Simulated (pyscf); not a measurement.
Thermochemistry of product channels of H₂B–OH + H• on the doublet surface, in kJ/mol, from ωB97M-D3(BJ)/def2-TZVP energies (ideal gas, 1 atm, RRHO with modes under 100 cm⁻¹ raised to 100, one conformer, R ln 2 for rigid chiral ones). Optimised with ωB97X-D3(BJ)/def2-SVP in PySCF.

```json
[
 {"products": "[HB–OH]• + H₂", "ΔE": "+16.2", "ΔH(298 K)": "+13.7", "ΔG(298 K)": "+8.5", "ΔG(900 K)": "-3.2"},
 {"products": "H₂B–O• + H₂", "ΔE": "-8.2", "ΔH(298 K)": "-19.5", "ΔG(298 K)": "-23.7", "ΔG(900 K)": "-33.9"},
 {"products": "BH₂• + H₂O", "ΔE": "+151.6", "ΔH(298 K)": "+155.7", "ΔG(298 K)": "+144.4", "ΔG(900 K)": "+122.5"},
 {"products": "BH [singlet] + OH• + H₂", "ΔE": "+568.4", "ΔH(298 K)": "+547.2", "ΔG(298 K)": "+506.8", "ΔG(900 K)": "+420.0"},
 {"products": "BH₂• + O [triplet] + H₂", "ΔE": "+652.9", "ΔH(298 K)": "+631.7", "ΔG(298 K)": "+592.3", "ΔG(900 K)": "+507.6"}
]
```

The channel to [HB–OH]• + H₂ turns favourable between 298 and 1200 K (ΔG from +8.5 kJ/mol to -8.5 kJ/mol).

These are energies of the channels, which say nothing of barriers. Left out: orbital degeneracy and the spin-orbit lowering of OH, O.
